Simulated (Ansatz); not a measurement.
Gas-phase electronic energies from Ansatz, PBE0-D4/def2-TZVP geometries. CCSD(T)/CBS adds triple-zeta CCSD(T) − MP2 to the extrapolated MP2 energy (def2 sets, frozen cores). This one scheme is used for every species. Functionals use def2-TZVPP. B3LYP here is the variant with VWN-RPA as its local correlation; programs differ in this. HSE06 is defined as in plane-wave codes. One conformer a species, not always the lowest.

`C#CC(=C)SC` + `CC` → `C#CCC` + `C=CSC`  (formal exchange of groups at a C–C bond)

```
             level  ΔE (kcal/mol)  difference from CCSD(T)/CBS
       LDA (SPW92)            4.1                          1.3
            PBE-D4            4.2                          1.4
         revPBE-D4            4.8                          2.0
           BLYP-D4            4.8                          2.0
            B97M-V            4.2                          1.4
           PBE0-D4            3.3                          0.5
          B3LYP-D4            3.8                          1.0
        r2SCANh-D4            3.5                          0.7
        r2SCAN0-D4            3.0                          0.2
          BHLYP-D4            2.7                         -0.1
      CAM-B3LYP-D4            2.5                         -0.3
           ωB97M-V            2.1                         -0.7
            B2PLYP            3.0                          0.2
          PBE-QIDH            2.9                          0.1
               PBE            3.3                          0.5
            revPBE            2.9                          0.1
              BLYP            3.0                          0.2
            r2SCAN            3.6                          0.8
              PBE0            2.5                         -0.3
             B3LYP            2.4                         -0.4
           r2SCANh            3.3                          0.5
           r2SCAN0            2.7                         -0.1
             HSE06            2.6                         -0.2
             BHLYP            1.6                         -1.2
         CAM-B3LYP            1.7                         -1.1
           LC-ωPBE            1.1                         -1.7
RPA@PBE/def2-TZVPP            2.8                          0.0
       HF/def2-SVP            0.6                         -2.2
      MP2/def2-SVP            5.4                          2.6
     CCSD/def2-SVP            3.3                          0.5
  CCSD(T)/def2-SVP            4.2                          1.4
     HF/def2-TZVPP           -0.3                         -3.1
    MP2/def2-TZVPP            4.4                          1.6
SCS-MP2/def2-TZVPP            3.5                          0.7
   CCSD/def2-TZVPP            2.0                         -0.8
CCSD(T)/def2-TZVPP            3.0                          0.2
    MP2/def2-QZVPP            4.3                          1.5
SCS-MP2/def2-QZVPP            3.3                          0.5
     MP2/CBS(def2)            4.2                          1.4
    CCSD/CBS(def2)            1.8                         -1.0
       CCSD(T)/CBS            2.8                            0
```

(1) What do rigid-rotor, harmonic-oscillator terms from PBE0-D4/def2-TZVP frequencies (298.15 K, 1 bar) make of the CCSD(T)/CBS value? (An estimate is asked.)

Largest T1 diagnostic among the species: 0.012.

Results:

(1) The calculation gave: ΔZPE = +0.3 kcal/mol, ΔH = +2.9 kcal/mol, ΔS = 21 J/(mol·K), ΔG = +1.4 kcal/mol.

At CCSD(T), def2-SVP lies +1.4 kcal/mol from the extrapolated value and def2-TZVPP +0.2 kcal/mol. The D4 term adds +1.4 kcal/mol with B3LYP and +0.8 kcal/mol with PBE0; it sums over pairs of atoms, weighted by their polarisabilities, and B3LYP, whose exchange is more repulsive, gets the larger term. From PBE to PBE0 (25 % exact exchange), in def2-TZVPP and without D4, ΔE moves by −0.9 kcal/mol.
